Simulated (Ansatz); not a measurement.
# HClF (doublet): the correlation ladder at distance Cl1–H2 along a hydrogen transfer = 1.279 Å, cc-pVDZ

Aim: climb from Hartree-Fock through coupled cluster and multireference methods for HClF (doublet) at one geometry and basis, and see what each rung misses.

Method: cc-pVDZ, core rule «outside noble gas», up to 6 orbitals frozen; program: Ansatz 0.2.0, Gaussian basis.

Plan: UHF; CCSD(T) on ROHF; CCSD(T) on UHF; BCCD(T) on ROHF; CISD; CCSDT(Q) on ROHF; CCSDT(Q) on UHF; CASSCF and MRCISD+Q, 3 electrons in 3 orbitals; CASSCF and NEVPT2, 3 electrons in 3 orbitals; CASSCF and MRCISD+Q, 15 electrons in 9 orbitals; CASSCF and NEVPT2, 15 electrons in 9 orbitals.

9 further runs of the same task are left out: 7 that didn't finish, 2 set aside as unsound or not needed.

## Step 1: The system

The geometry derives from fragments relaxed apart (PBE0/def2-TZVP) and kept rigid, so it is no stationary point. A hydrogen atom is moved between rigid fragments.

3 atoms, charge 0, spin multiplicity 2.

Atoms are counted from 1 here; the program's logs count them from 0.

Bond lengths: Cl1–H2 1.279 Å.

Geometry (Å):

```xyz
3
ClFH
Cl    0.0000    0.0000   -1.3569
H     0.0000    0.0000   -0.0781
F     0.0000    0.0000    1.4351
```

## Step 2: UHF

in.yaml

```yaml
crystal:
  periodic: [false, false, false]
  atoms:
    - {symbol: Cl, position_ang: [0.000000, 0.000000, -1.356933]}
    - {symbol: H, position_ang: [0.000000, 0.000000, -0.078133]}
    - {symbol: F, position_ang: [0.000000, 0.000000, 1.435067]}
basis:
  gaussian: {orbitals: cc-pVDZ}
magnetization: {spin_polarized: true, initial_magnetization: 1}
hamiltonian: {xc: hf}
output: {orbitals: {seedname: orbitals}}
```

Command:

```
ansatz run in.yaml --threads 1 --pin off --events-out ev --progress --plain --max-ram 2393MiB
```

Further steps of the session: CCSD(T) on ROHF; CCSD(T) on UHF; BCCD(T) on ROHF; CISD; CCSDT(Q) on ROHF; CCSDT(Q) on UHF; CASSCF and MRCISD+Q, 3 electrons in 3 orbitals; CASSCF and NEVPT2, 3 electrons in 3 orbitals; CASSCF and MRCISD+Q, 15 electrons in 9 orbitals; CASSCF and NEVPT2, 15 electrons in 9 orbitals.

Q: Predict the results of all the runs planned. Wanted: UCCSDT(Q) below the RHF energy; RMP2 from UCCSDT(Q); UMP2 from UCCSDT(Q); RCCSD from UCCSDT(Q); RCCSD(T) from UCCSDT(Q); UCCSD(T) from UCCSDT(Q); RCCSDT(Q) from UCCSDT(Q); NEVPT2 pair from UCCSDT(Q); MRCISD+Q pair from UCCSDT(Q).

As calculated:

```
                         quantity                                                   value
   UCCSDT(Q) below the RHF energy                                              -8.9011 eV
              RMP2 from UCCSDT(Q)                                              +897.0 meV
              UMP2 from UCCSDT(Q)                                              +892.8 meV
             RCCSD from UCCSDT(Q)                                              +134.7 meV
          RCCSD(T) from UCCSDT(Q)                                               +23.5 meV
          UCCSD(T) from UCCSDT(Q)                                               +22.6 meV
         RCCSDT(Q) from UCCSDT(Q)                                                +0.8 meV
       NEVPT2 pair from UCCSDT(Q)                                              +912.5 meV
     MRCISD+Q pair from UCCSDT(Q)                                               +72.2 meV
    NEVPT2 valence from UCCSDT(Q)                                             +1675.4 meV
levels within 1 kcal/mol (43 meV)  RCCSD(T), UCCSD(T), BCCD(T), RCCSDT, UCCSDT, RCCSDT(Q)
                    T1 diagnostic                                                   0.018
   effectively unpaired electrons                                                    1.00
```

**Reading.** RCCSD(T) misses by +23.5 meV, 0.3 % of the correlation energy. One determinant dominates. Of the multireference levels listed MRCISD+Q pair comes nearest in total energy (+72.2 meV), which doesn't show that its space is the better one. Coupled cluster took another determinant than the lowest Hartree-Fock one. These misses are within one basis, not against nature; the frozen cores of restricted and unrestricted runs differ, which can shift their rows.
